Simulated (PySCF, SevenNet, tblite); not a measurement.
How well does each level of theory give the cohesive energy of zinc-blende AlP?

Reference value: 4.32 eV/atom (measured, static lattice: zero-point vibration energy added, our sources range from 4.20 to 4.32; as tabulated in Mejia-Rodriguez and Trickey (2018), arXiv:1807.09216).

| level (code) | value (eV/atom) | cell (Å³/atom) | error (eV/atom) |
|---|---|---|---|
| GFN2-xTB (tblite) | 5.05 | 21.05 | +0.73 |
| IPEA1-xTB (tblite) | 7.36 | 20.57 | +3.04 |
| SevenNet-0 | 3.82 | 20.84 | -0.50 |
| PBE (PySCF) | 4.07 ± 0.05 | 20.98 | -0.25 |
| PBE0 (PySCF) | 4.09 ± 0.04 | 20.53 | -0.23 |
| Hartree–Fock (PySCF) | 2.81 ± 0.08 | 21.22 | -1.51 |
| MP2 (PySCF) | 4.67 ± 0.1 | 20.14 | +0.35 |

Leaving aside GFN2-xTB (doubt noted below), IPEA1-xTB (doubt noted below), SevenNet-0 (doubt noted below): Once the reference is moved by up to 0.12 eV/atom (a margin picked here for doubts on the reference and the settings) and values within 0.03 eV/atom count as equal, the nearest can be PBE0 (-0.23 eV/atom), PBE (-0.25 eV/atom) or MP2 (+0.35 eV/atom). Among them Hartree–Fock (-1.51 eV/atom) misses by most. Within 0.5 eV/atom: PBE, PBE0, MP2.

A ± on a computed value is a rough bar: the spread of its extrapolation, a floor set from checks against published values, or a statistical error. GFN2-xTB, IPEA1-xTB: the free atoms are run in the same model without spin. GFN2-xTB: the method was fitted mainly to molecules. GFN2-xTB, IPEA1-xTB: the run uses a supercell at the zone centre in place of a k mesh. IPEA1-xTB: this parameter set was refitted to ionisation energies, not structures. SevenNet-0: free atoms can lie outside what these potentials were trained on. Each level is taken at its own relaxed cell.

Machine-learned potentials (SevenNet-0) are trained on DFT data: a solid inside that data is no test of them.

Differences are worked out from the printed values.
